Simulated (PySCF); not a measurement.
## Working with the constants of NaB

UHF-CCSD(T) constants of NaB, ³Π (triplet), unpaired electrons σ ↑, π ↑ (Na def2-SVP, B def2-SVP; no relativity (PySCF 2.14); masses 22.9898 and 11.0093 u):

```
ωe              : 321.0 cm⁻¹
ωexe            : 3.63 cm⁻¹
Be              : 0.35701 cm⁻¹
αe              : 0.00512 cm⁻¹
D (centrifugal) : 1.77e-06 cm⁻¹
De to Na + B    : 0.62 eV
```

Q: Give the vibrational terms G(v) and spacings up to v = 6.

A: G(v) = ωe(v+½) − ωexe(v+½)².

```csv
v,G(v) (cm⁻¹),G(v) − G(v−1),Bv (cm⁻¹)
0,159.6,,0.3544
1,473.3,313.7,0.3493
2,779.8,306.5,0.3442
3,1079.0,299.2,0.3391
4,1371.0,292.0,0.3340
5,1655.7,284.7,0.3288
6,1933.1,277.4,0.3237
```

Q: How well does the Morse estimate ωe²/(4ωexe) reproduce De, and what is D0?

A: It gives 0.88 eV, 142 % of the computed De. D0 = De − G(0) = 0.62 − 0.02 = 0.60 eV.

Correlated steps freeze 2 core orbitals. Correlated levels converge slowly with the basis: in double zeta they bind strong bonds too weakly, by up to about 1 eV, and carry superposition errors of some tenths. The state is the lowest determinant that a PBE0 search found; another state may lie lower at other levels.
